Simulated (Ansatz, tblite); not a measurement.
Removing an electron: Si(OMe)H3 (CH₆OSi). The state is a singlet with charge 0. Geometry: PBE0-D4/def2-TZVP. Ansatz, gas phase; energy differences of separate SCF runs; the oxidised species was run as a doublet alone.

Cartesian coordinates in Å:
```
Si -0.589 0.915 -0.740
O -0.162 -0.642 -0.443
C 0.578 -1.018 0.695
H 1.554 -0.520 0.723
H 0.742 -2.096 0.656
H 0.039 -0.782 1.620
H -1.433 1.454 0.363
H -1.347 0.906 -2.012
H 0.618 1.782 -0.861
```

The xTB rows come from tblite. Correlated methods freeze 7 core orbitals. In CCSD on the charge 1 doublet the largest single amplitude is 0.18, so its Hartree–Fock determinant may place the open shell otherwise than the density functionals do.

| level | −HOMO (eV) | vertical IE (eV) | −LUMO (eV) | HOMO–LUMO gap (eV) |
| --- | --- | --- | --- | --- |
| GFN2-xTB | 11.23 | 14.31 | 4.68 | 6.55 |
| PBE-D4/def2-TZVP | 6.66 | 10.13 | 0.57 | 6.09 |
| PBE0-D4/def2-TZVP | 8.18 | 10.45 | -0.30 | 8.48 |
| CCSD/def2-TZVPP | – | 10.78 | – | – |
| CCSD(T)/def2-TZVPP | – | 10.81 | – | – |

Q: Estimate the rows for GFN1-xTB, HF/def2-TZVPP, r2SCAN-D4/def2-TZVP, MP2/def2-TZVPP.

A: 
```json
{"level": "GFN1-xTB", "−HOMO (eV)": "12.29", "vertical IE (eV)": "15.36", "−LUMO (eV)": "5.00", "HOMO–LUMO gap (eV)": "7.29"}
{"level": "HF/def2-TZVPP", "−HOMO (eV)": "–", "vertical IE (eV)": "9.68", "−LUMO (eV)": "–", "HOMO–LUMO gap (eV)": "–"}
{"level": "r2SCAN-D4/def2-TZVP", "−HOMO (eV)": "7.00", "vertical IE (eV)": "10.26", "−LUMO (eV)": "0.11", "HOMO–LUMO gap (eV)": "6.89"}
{"level": "MP2/def2-TZVPP", "−HOMO (eV)": "–", "vertical IE (eV)": "11.29", "−LUMO (eV)": "–", "HOMO–LUMO gap (eV)": "–"}
```

Relaxing the oxidised species (PBE0-D4/def2-TZVP) changes its energy by -0.41 eV at PBE0-D4/def2-TZVP, so the adiabatic ionisation energy to this nearest minimum is 10.03 eV. At PBE-D4/def2-TZVP it is 9.77 eV.    Raw xTB energy differences between charge states are shifted by several eV; the methods need an empirical correction for them.
